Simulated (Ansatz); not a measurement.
# The boron atom (doublet): wave-function methods side by side, cc-pVQZ

The task here is to estimate one member of a computed series from the others.

Program: Ansatz 0.2.0, Gaussian basis. Level of theory: cc-pVQZ, core rule «outside noble gas», up to 1 orbitals frozen. These are calculated values, not measurements.

The runs, in order: UHF; CCSD(T) on ROHF; CCSD(T) on UHF; BCCD(T) on ROHF; CISD; CCSDT on ROHF; CCSDT on UHF; CASSCF and MRCISD+Q, 3 electrons in 4 orbitals; CASSCF and MRCISD+Q(relaxed), 3 electrons in 4 orbitals; CASSCF and NEVPT4(SD), 3 electrons in 4 orbitals; CASSCF and NEVPT2, 3 electrons in 4 orbitals.

### The atom

A free atom, in its lowest state of this spin that the program finds.

1 atom, charge 0, spin multiplicity 2.

Set-up of the first run:

The input, in.yaml:

```yaml
crystal:
  periodic: [false, false, false]
  atoms:
    - {symbol: B, position_ang: [0.000000, 0.000000, 0.000000]}
basis:
  gaussian: {orbitals: cc-pVQZ}
magnetization: {spin_polarized: true, initial_magnetization: 1}
hamiltonian: {xc: hf}
output: {orbitals: {seedname: orbitals}}
```

The run is started by

```
$ ansatz run in.yaml --threads 1 --pin off --events-out ev --progress --plain --max-ram 2393MiB
```

Among the steps run: UHF; CCSD(T) on ROHF; CCSD(T) on UHF; BCCD(T) on ROHF; CISD; CCSDT on ROHF; CCSDT on UHF; CASSCF and MRCISD+Q, 3 electrons in 4 orbitals; CASSCF and MRCISD+Q(relaxed), 3 electrons in 4 orbitals; CASSCF and NEVPT4(SD), 3 electrons in 4 orbitals; CASSCF and NEVPT2, 3 electrons in 4 orbitals.

One of the session's tables, all rows but one given; the rest of the session is left out.

It belongs to the step «Misses and costs». 

| method | from RCCSD(T) (meV) |
| --- | --- |
| ROHF | +1955.2 |
| UHF | +1846.2 |
| RMP2 | +560.3 |
| UMP2 | +566.8 |
| CISD | ? |
| RCCSD | +43.2 |
| UCCSD | +39.0 |
| RCCSD(T) | 0 |
| UCCSD(T) | -0.6 |
| BCCD(T) | +0.3 |
| RCCSDT | -11.1 |
| UCCSDT | -11.8 |
| CASSCF valence | +1012.8 |
| NEVPT2 valence | +214.0 |
| NEVPT4(SD) valence | +10.5 |
| MRCISD valence | +0.1 |
| MRCISD+Q valence | -28.4 |
| MRCISD+Q(relaxed) valence | -33.5 |

Estimate the missing values for CISD.

As computed: from RCCSD(T) (meV): +43.0. In the column «from RCCSD(T) (meV)» it lies between UCCSD (+39.0) and RCCSD (+43.2).

Caveats from the session: Restricted and unrestricted rows rest on different reference determinants; where their highest levels disagree by more than a few hundredths of an eV, they describe different states and don't form one ladder.
